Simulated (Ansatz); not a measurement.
What a trial cell of MoOs₂ relaxes into

The calculation used Ansatz 0.2.0, DFT PBE, scalar-relativistic, plane waves, PAW. Cutoff 420 eV, Γ-centred k mesh, Gaussian smearing, no spin polarisation in the final step.

MoOs₂ was placed on the rutile structure type (P4_2/mnm, No. 136), with Mo in place of Ti, Os in place of O, at a guessed volume.

```xyz
6
Lattice="5.1488 0.0000 0.0000 0.0000 5.1488 0.0000 0.0000 0.0000 3.3163" Properties=species:S:1:pos:R:3 pbc="T T T"
Mo    0.0000    0.0000    0.0000
Mo    2.5744    2.5744    1.6582
Os    1.5755    1.5755    0.0000
Os    0.9989    4.1499    1.6582
Os    3.5733    3.5733    0.0000
Os    4.1499    0.9989    1.6582
```

Cell and atoms relax at zero pressure; the relaxation can't lower the symmetry of the start. After a coarse first stage the cell is made exact in the group found at 0.06 Å.

The zero of energy is the elements' standard structures at the same level; no fitted shifts are applied.

Task: Describe the relaxed structure.

Result: It keeps P4_2/mnm (No. 136). The result has the rutile structure. Conventional cell: a = 5.233 Å, c = 4.315 Å. Mo is coordinated by 2 Os at 2.37 Å and 4 Os at 2.53 Å; Os is coordinated by 1 Mo at 2.37 Å, 2 Mo at 2.53 Å and 1 Os at 2.66 Å.

```xyz
6
Lattice="5.2334 0.0000 0.0000 0.0000 5.2334 0.0000 0.0000 0.0000 4.3149" Properties=species:S:1:pos:R:3 pbc="T T T"
Mo    0.0000    0.0000    0.0000
Mo    2.6167    2.6167    2.1575
Os    1.6762    1.6762    0.0000
Os    0.9405    4.2929    2.1575
Os    3.5573    3.5573    0.0000
Os    4.2929    0.9405    2.1575
```

Task: What are its volume, energy, density and gap?

Result: The volume per atom is 19.70 Å³ and the density is 13.39 g/cm³. The energy over the elements is 2.05 eV/atom. The gap on the 8×8×10 mesh is 0 eV (a metal).

The final run used a 8×8×10 mesh on its 6-atom cell and 0.10 eV smearing. For metals, differences of a few meV/atom aren't resolved. Spin–orbit coupling is left out. A structure relaxed within its symmetry needn't be a true minimum.

Cost: 4 runs of about 8.2 core-minutes in all, on Arm Neoverse V1 (shared hosts).